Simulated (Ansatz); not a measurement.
CHCl2FO (`OC(F)(Cl)Cl`), relaxed with RKS PBE0-D4/def2-TZVP in Ansatz from a PBE-D4/def2-SVP geometry. The force threshold is 0.005 eV/Å; the program also tests the step.

The species carries charge 0 and has multiplicity 1.

Start:

```xyz
6

O    -0.562   -0.640   -0.792
C     0.279   -0.062    0.088
F     1.417   -0.760    0.076
Cl   -0.387   -0.070    1.786
Cl    0.652    1.668   -0.352
H    -1.400   -0.137   -0.806
```

| step | energy (eV) | largest force (eV/Å) | largest move (Å) |
| --- | --- | --- | --- |
| 1 | -30851.6192 | 0.689 | 0.000 |
| 2 | -30851.6463 | 0.267 | 0.015 |
| 3 | -30851.6530 | 0.135 | 0.013 |
| 4 | -30851.6533 | 0.059 | 0.003 |
| 5 | -30851.6534 | 0.021 | 0.006 |
| 6 (rejected) | -30851.6534 | 0.028 | 0.003 |
| 7 | -30851.6534 | 0.004 | 0.001 |

End:

```xyz
6

O    -0.560   -0.628   -0.785
C     0.276   -0.051    0.093
F     1.403   -0.748    0.078
Cl   -0.378   -0.070    1.759
Cl    0.652    1.643   -0.344
H    -1.394   -0.145   -0.801
```

Run time 40 s (2 threads of an Intel Xeon on a shared host); peak host memory 0.42 GiB.
